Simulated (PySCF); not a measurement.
water (H2O), SMILES O. Atoms are numbered in the order given.

```xyz
3

O      0.0000     0.0000    -0.1171
H      0.0000    -0.7649     0.4685
H      0.0000     0.7649     0.4685
```

Geometry optimised at B3LYP-D3(BJ)/def2-TZVPD.

All values below come from PBE/pcJ-2 run with PySCF.

Isotropic couplings with Fermi-contact, spin-dipole and both spin-orbit terms, one fixed conformer, no vibrational averaging. Isotopes: 1H.

Computed spin–spin coupling constants:
```json
[
 {"pair": "H2–H3", "bonds apart": "2", "J (Hz)": "-4.1"}
]
```
